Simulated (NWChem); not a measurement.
Dipole moment of ClNa

```
Na
Cl 1 2.3404
```
Charge 0, spin multiplicity 1.

All runs are NWChem calculations. Structure: optimised with B3LYP/def2-SVP, a minimum by its harmonic frequencies.

Basis set: Sadlej pVTZ. The CCSD dipole comes from the Λ equations, without orbital relaxation.

The correlated methods keep 6 core orbitals frozen. B3LYP has NWChem's definition, with VWN1-RPA local correlation. The structure started from a generated list of species. Coupled-cluster values serve here as a point of comparison, not as the truth.

```json
[
 {"method": "CCSD", "dipole moment (D)": "8.99"},
 {"method": "BHandHLYP", "dipole moment (D)": "8.88"},
 {"method": "HF", "dipole moment (D)": "9.19"},
 {"method": "PBE", "dipole moment (D)": "(withheld)"},
 {"method": "B3LYP", "dipole moment (D)": "(withheld)"}
]
```

**Question.** Some entries are withheld; supply them.

**Answer.** 
- PBE, dipole moment (D): 8.46
- B3LYP, dipole moment (D): 8.65
